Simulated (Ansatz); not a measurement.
# CH2BO: the cost of one run

All numbers below are computed with Ansatz 0.2.0 (UKS PBE-D4/def2-SVP).

### 1 The system as given

Bond lengths: C1–B2 1.353 Å, B2–O3 1.319 Å, C1–H4 1.055 Å, O3–H5 0.955 Å. Angles: C1–B2–O3 179.2°, B2–C1–H4 172.7°, B2–O3–H5 119.2°.

Coordinates:

```xyz
5

C    -0.3234    0.0178   -1.1865
B    -0.0251   -0.1544    0.1216
O     0.2696   -0.3051    1.3983
H    -0.6008    0.0253   -2.2040
H     0.6797    0.4164    1.8706
```

### 2 Relaxing the start

Input file input.yaml:

```yaml
crystal:
  periodic: [false, false, false]
  atoms:
    - { symbol: C, position_ang: [-0.32337, 0.01782, -1.1865] }
    - { symbol: B, position_ang: [-0.02512, -0.15443, 0.12161] }
    - { symbol: O, position_ang: [0.26963, -0.30515, 1.39834] }
    - { symbol: H, position_ang: [-0.6008, 0.02534, -2.20403] }
    - { symbol: H, position_ang: [0.67967, 0.41642, 1.87059] }
magnetization:
  spin_polarized: true
  initial_magnetization: 1
basis:
  gaussian: { orbitals: def2-SVP }
hamiltonian:
  xc: pbe
  dispersion: d4
relax:
  f_tol: 0.02
  max_steps: 40
```

Started as:

```bash
> ansatz run input.yaml --threads 1 --pin off --max-ram 2048MiB --backend cpu --events-out ev --progress --plain --runs-dir out
```

**Question.** How long does this run take on 1 thread of Arm Neoverse V1, shared host, and how much memory does it need?

About 14 s, with a peak of 0.13 GiB.
